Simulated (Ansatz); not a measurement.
# SiB2H6: a ladder of functionals and wavefunction methods

Aim: compute SiB2H6 with functionals from several rungs and with coupled cluster. The yardstick is the atomisation energy at the CCSD(T) limit.

Method: functionals in def2-TZVPP, the program's frozen cores in correlated methods; program: Ansatz 0.2.0, Gaussian basis.

The runs, in order: LDA (SPW92), PBE-D4, revPBE-D4, BLYP-D4, r2SCAN-D4, B97M-V, PBE0-D4, B3LYP-D4, r2SCANh-D4, r2SCAN0-D4, HSE06-D4, BHLYP-D4, CAM-B3LYP-D4, LC-ωPBE, ωB97X-V, ωB97M-V, B2PLYP, PBE-QIDH; CCSD(T)/def2-SVP; CCSD(T)/def2-TZVPP; MP2/def2-QZVPP; extrapolation to the limit; RPA on PBE.

1 further run of the same task is left out (it didn't finish).

### Step 1. Structure used throughout

The geometry comes from an earlier relaxation with PBE0-D4 in a triple-zeta def2 set; it is a stationary point, not always the lowest conformer.

SMILES `B[SiH2]B`, 9 atoms, charge 0, spin multiplicity 1.

Atoms are counted from 1 here; the program's logs count them from 0.

Bond lengths: B1–Si2 2.009 Å, B1–H4 1.195 Å, B1–H5 1.195 Å, Si2–B3 2.009 Å, Si2–H6 1.491 Å, Si2–H7 1.491 Å, B3–H8 1.195 Å, B3–H9 1.195 Å. Angles: Si2–B1–H4 120.8°, Si2–B1–H5 120.9°, H4–B1–H5 118.2°, B1–Si2–B3 100.9°, B1–Si2–H6 111.7°, B1–Si2–H7 111.5°, B3–Si2–H6 111.7°, B3–Si2–H7 111.5°, H6–Si2–H7 109.3°, Si2–B3–H8 120.8°, Si2–B3–H9 120.9°, H8–B3–H9 118.2°.

### Step 2. LDA

This LDA is Slater exchange with PW92 correlation.

The input, in.yaml:

```yaml
crystal:
  periodic: [false, false, false]
  atoms:
    - {symbol: B, position_ang: [-0.980835, 0.471313, -1.175893]}
    - {symbol: Si, position_ang: [0.683947, 0.502563, -0.052620]}
    - {symbol: B, position_ang: [0.308783, -1.001149, 1.224984]}
    - {symbol: H, position_ang: [-1.054953, -0.228260, -2.142060]}
    - {symbol: H, position_ang: [-1.945659, 1.102578, -0.861426]}
    - {symbol: H, position_ang: [0.843599, 1.802600, 0.658905]}
    - {symbol: H, position_ang: [1.901181, 0.235107, -0.870624]}
    - {symbol: H, position_ang: [0.606705, -2.125899, 0.951953]}
    - {symbol: H, position_ang: [-0.274368, -0.805153, 2.249580]}
basis:
  gaussian: {orbitals: def2-TZVPP}
hamiltonian: {xc: lda}
output: {orbitals: {seedname: orbitals}}
```

On the command line:

```sh
ansatz run in.yaml --threads 2 --pin off --events-out ev --progress --plain --max-ram 4352MiB
```

The runs that follow: PBE-D4 (GGA); revPBE-D4 (GGA); BLYP-D4 (GGA); r2SCAN-D4 (meta-GGA); B97M-V (meta-GGA); B3LYP-D4 (hybrid); r2SCANh-D4 (hybrid); r2SCAN0-D4 (hybrid); HSE06-D4 (hybrid); BHLYP-D4 (hybrid); CAM-B3LYP-D4 (range-separated); LC-ωPBE (range-separated); ωB97X-V (range-separated); ωB97M-V (range-separated); B2PLYP (double hybrid); PBE-QIDH (double hybrid); CCSD(T) in def2-SVP; CCSD(T) in def2-TZVPP; MP2 in def2-QZVPP; RPA on PBE orbitals.

Q: Predict the results of all the runs planned. Wanted: atomisation energy, CCSD(T)/CBS; farthest beyond LDA; mean size of error, GGA; mean size of error, meta-GGA; mean size of error, hybrid; mean size of error, range-separated; mean size of error, double hybrid; gap, smallest and largest; T1 diagnostic.

**Answer**, as computed:

```
                               quantity                                                            value
        atomisation energy, CCSD(T)/CBS                                                   651.7 kcal/mol
functionals within 3.3 kcal/mol (0.5 %)  BLYP-D4, PBE0-D4, HSE06-D4, BHLYP-D4, LC-ωPBE, B2PLYP, PBE-QIDH
                    farthest beyond LDA                                          B97M-V (+11.2 kcal/mol)
                mean size of error, GGA                                                     3.2 kcal/mol
           mean size of error, meta-GGA                                                     9.9 kcal/mol
             mean size of error, hybrid                                                     4.7 kcal/mol
    mean size of error, range-separated                                                     5.8 kcal/mol
      mean size of error, double hybrid                                                     1.0 kcal/mol
              gap, smallest and largest                         2.71 eV (LDA (SPW92)), 9.84 eV (LC-ωPBE)
                          T1 diagnostic                                                           0.0153
triples share of the correlation energy                                                            3.2 %
```

LDA overbinds by 70.4 kcal/mol (11 %). PBE-D4 is off by +3.4 kcal/mol. Double hybrids carry the basis error of their MP2 part in triple zeta, and no dispersion term here, so their miss is partly the set-up's. The rungs double hybrid, GGA miss on average by less than the doubt on the reference (3.3 kcal/mol), so they tie; meta-GGA functionals have the largest mean beyond LDA (9.9 kcal/mol). Misses under about 3.3 kcal/mol are within the doubt on the reference itself, which lacks core-valence correlation, relativity and higher excitations. Hartree-Fock recovers 80 % of the binding; the rest is correlation. CCSD(T) in def2-SVP is off by -30.4 kcal/mol, more than most functionals: a good method in a small basis is no reference. The gap grows from 2.7 to 9.8 eV across the functionals, mostly with the share of exact exchange.
